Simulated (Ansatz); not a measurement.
# BHOS: single points off equilibrium

A test off equilibrium: a structure displaced at random from a GFN2-xTB minimum is computed at several levels, and each is set against CCSD(T).

Computed with Ansatz 0.2.0, Gaussian basis. Level: single points in def2-TZVPP.

Cores are frozen in the correlated methods. B3LYP uses VWN-RPA correlation.

## Step 1: The starting structure

SMILES `OB=S`, 4 atoms, charge 0, spin multiplicity 1.

Atoms are counted from 1 here; the program's logs count them from 0.

Bond lengths: O1–B2 1.336 Å, O1–H4 0.969 Å, B2–S3 1.728 Å. Angles: B2–O1–H4 131.7°, O1–B2–S3 177.3°.

Geometry (Å):

```
O    -0.45150    0.55400   -0.65870
B     0.34990   -0.19100    0.10790
S     1.40980   -1.19500    1.03190
H    -1.34290    0.90440   -0.51090
```

## Step 2: CCSD(T)/def2-TZVPP

Contents of run/in.yaml:

```yaml
crystal:
  periodic: [false, false, false]
  atoms:
    - {symbol: O, position_ang: [-0.451500, 0.554000, -0.658700]}
    - {symbol: B, position_ang: [0.349900, -0.191000, 0.107900]}
    - {symbol: S, position_ang: [1.409800, -1.195000, 1.031900]}
    - {symbol: H, position_ang: [-1.342900, 0.904400, -0.510900]}
basis:
  gaussian: {orbitals: def2-TZVPP}
correlation: {method: ccsd_t}
output: {forces: true}
```

No record of the launch command was kept for these runs.

## Step 3: PBE0-D4/def2-TZVPP

run/in.yaml, as its differences from that of step 2:

```diff
@@ -9,3 +9,3 @@
   gaussian: {orbitals: def2-TZVPP}
-correlation: {method: ccsd_t}
-output: {forces: true}
+hamiltonian: {xc: pbe0, dispersion: d4}
+output: {forces: true, orbitals: {seedname: orbitals}}
```

## Step 4: wB97M-V/def2-TZVPP

run/in.yaml, as its differences from that of step 3:

```diff
@@ -9,3 +9,3 @@
   gaussian: {orbitals: def2-TZVPP}
-hamiltonian: {xc: pbe0, dispersion: d4}
-output: {forces: true, orbitals: {seedname: orbitals}}
+hamiltonian: {xc: {name: wB97M-V}}
+output: {forces: true}
```

## Step 5: r2SCAN-D4/def2-TZVPP

run/in.yaml, as its differences from that of step 4:

```diff
@@ -9,3 +9,3 @@
   gaussian: {orbitals: def2-TZVPP}
-hamiltonian: {xc: {name: wB97M-V}}
+hamiltonian: {xc: r2scan, dispersion: d4}
 output: {forces: true}
```

## Step 6: PBE-D4/def2-TZVPP

run/in.yaml, as its differences from that of step 5:

```diff
@@ -9,3 +9,3 @@
   gaussian: {orbitals: def2-TZVPP}
-hamiltonian: {xc: r2scan, dispersion: d4}
+hamiltonian: {xc: pbe, dispersion: d4}
 output: {forces: true}
```

## Step 7: CAM-B3LYP-D4/def2-TZVPP

run/in.yaml, as its differences from that of step 6:

```diff
@@ -9,3 +9,3 @@
   gaussian: {orbitals: def2-TZVPP}
-hamiltonian: {xc: pbe, dispersion: d4}
+hamiltonian: {xc: {name: CAM-B3LYP}, dispersion: d4}
 output: {forces: true}
```

## Step 8: B3LYP-D4/def2-TZVPP

run/in.yaml, as its differences from that of step 7:

```diff
@@ -9,3 +9,3 @@
   gaussian: {orbitals: def2-TZVPP}
-hamiltonian: {xc: {name: CAM-B3LYP}, dispersion: d4}
+hamiltonian: {xc: {name: B3LYP}, dispersion: d4}
 output: {forces: true}
```

(Steps that only read results are left out.)

What does the calculation give? Wanted: energy less free atoms, CCSD(T)/def2-TZVPP; RMS force component; RMS force error; HOMO and LUMO, PBE0-D4; T1 diagnostic.

**Answer**, as computed:

| quantity | value |
| --- | --- |
| energy less free atoms, CCSD(T)/def2-TZVPP | -371.4 kcal/mol |
| RMS force component | 1.109 to 1.309 eV/Å over the methods |
| RMS force error | PBE0-D4 0.211, wB97M-V 0.177, r2SCAN-D4 0.167, PBE-D4 0.198, CAM-B3LYP-D4 0.285, B3LYP-D4 0.183 eV/Å |
| HOMO and LUMO, PBE0-D4 | -7.42 and -0.68 eV |
| T1 diagnostic | 0.018 |

Against CCSD(T) the functionals' energies less atoms differ by -29.6 to -12.5 kcal/mol, PBE-D4 by -29.6 kcal/mol. A larger basis would deepen the CCSD(T) value, while the functionals are nearly converged already, so the order here is not reliable. The forces of r2SCAN-D4 come nearest to CCSD(T), those of CAM-B3LYP-D4 are farthest. Frozen-core CCSD(T) forces in triple zeta carry basis errors of their own, and this is one geometry, so small gaps rank nothing.
